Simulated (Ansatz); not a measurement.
Mulliken charges of C2H4N2O (`NC1(O)C=N1`) from ωB97M-V/def2-TZVPP in Ansatz (PBE0-D4/def2-TZVP geometry).

```
atom   x (Å)   y (Å)   z (Å)  charge (e)
  N1   0.116  -0.099  -1.376      -0.245
  C2   0.174  -0.028   0.029       0.217
  O3   1.499  -0.017   0.414      -0.296
  C4  -0.882  -0.459   0.886      -0.044
  N5  -0.779   0.804   0.825      -0.191
  H6   0.759   0.565  -1.790       0.121
  H7  -0.819   0.066  -1.718       0.103
  H8   1.542   0.299   1.320       0.176
  H9  -1.521  -1.178   1.393       0.159
```

Question: By hand: the dipole of these point charges (1 e Å = 4.8032 D).

Answer: Σ q r = (-0.210, -0.170, 0.085) e Å, of length 0.283 e Å = 1.36 D.

Question: How does the dipole of the full density compare? (An estimate is asked.)

Answer: The calculation gave: (-0.196, -0.094, 0.105) e Å, 1.16 D; the point charges give 1.17 times that, at 15° from its direction.

Point charges leave out the atoms' own dipoles, such as those of lone pairs, and Mulliken's split depends on the basis, so the two needn't agree.
